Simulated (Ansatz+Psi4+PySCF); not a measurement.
**doublet CO2(+): levels of theory in one basis**

```xyz
3

O     0.0000    0.0000   -1.2300
C     0.0000    0.0000    0.0000
O     0.0000    0.0000    1.1300
```

Basis set: cc-pVTZ (spherical functions). Frozen core: 3 orbitals. Correlation on ROHF uses semicanonical orbitals with singles. Charge 1, multiplicity 2.

Computed with Ansatz (development build ahead of 0.2.0) and Psi4 1.11 and PySCF 2.14.0; each method stands on the lowest determinant of its kind that the runs found.

| method | E − E(ROHF) (eV) | <S²> of the determinant |
| --- | --- | --- |
| ROHF | 0.00 | 0.75 |
| UHF | -0.44 | 0.92 |
| ROHF-MP2 | -15.05 | – |
| UHF-MP2 | -14.72 | 0.92 |
| ROHF-CCSD | -15.29 | – |
| UHF-CCSD | -15.34 | 0.92 |
| ROHF-CCSD(T) | -16.04 | – |
| UHF-CCSD(T) | -16.04 | 0.92 |

Caution for UHF, UHF-MP2, UHF-CCSD, UHF-CCSD(T): the unrestricted determinant is spin contaminated. Caution for ROHF-MP2, ROHF-CCSD, ROHF-CCSD(T): large amplitudes, a single reference is doubtful. Caution for ROHF-MP2, UHF-MP2: MP2 on this radical cation hangs on the determinant chosen.
